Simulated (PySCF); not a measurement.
Fluorine: a sound run and one with changed settings

Sound run: F [He] 2s2 2p5, F+ [He] 2s2 2p4. Computed with PySCF 2.14 in def2-SVP, with the non-relativistic Hamiltonian (point nucleus). In the sound run the correlated levels freeze 1s2. The sound run starts from symmetry-adapted Hartree-Fock orbitals and uses a fine grid where one is needed.

Changed run: initial guess 1e, at most 50 SCF cycles.

| species | method | sound run (hartree) | changed run (hartree) | converged |
| --- | --- | --- | --- | --- |
| F | UHF | -99.28405 | -99.28405 | yes |
| F | M06-L | -99.63117 | -99.63117 | yes |
| F | CCSD(T) | -99.43472 | -99.43472 | yes |
| F+ | PBE | -98.89933 | -98.89933 | yes |
| F+ | MP2 | -98.79918 | -98.79918 | yes |

Here the plain start reaches the same solutions.
